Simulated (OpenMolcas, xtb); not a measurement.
CH4BN (SMILES B1CN1): the electronic atomisation energy, rung by rung

CH4BN has 7 atoms, charge 0, and is taken as a singlet. As SMILES, `B1CN1`. Geometry: relaxed at GFN2-xTB.

Each level gives the electronic atomisation energy (eV). The values are calculated. Electronic energies at fixed atoms, without zero-point motion or spin-orbit coupling.

| level | kind | program | value (eV) | CPU time (all runs) |
| --- | --- | --- | --- | --- |
| GFN2-xTB | semi-empirical | xtb | 37.40 | under 2 s |
| GFN0-xTB | semi-empirical | xtb | 32.31 | under 2 s |
| GFN1-xTB | semi-empirical | xtb | 37.69 | under 2 s |
| HF/def2-TZVP | Hartree–Fock | OpenMolcas | 19.28 | 23 s |
| SVWN5/def2-TZVP | LDA | OpenMolcas | 31.23 | 47 s |
| BLYP/def2-TZVP | GGA | OpenMolcas | 27.04 | 68 s |
| PBE/def2-TZVP | GGA | OpenMolcas | ? | 68 s |
| revPBE/def2-TZVP | GGA | OpenMolcas | ? | 68 s |
| TPSS/def2-TZVP | meta-GGA | OpenMolcas | 27.32 | 93 s |

(1) Estimate what the levels marked ? give.

Results:

(1) As computed at these levels: PBE/def2-TZVP: 27.81 eV; revPBE/def2-TZVP: 26.83 eV. The values span 19.28 to 37.69 eV. The xTB rows lack spin polarisation, so open shells miss the exchange term that lowers them. Times are those of the runs behind each value, whatever else they computed, on shared processors of several kinds: orders of magnitude only.
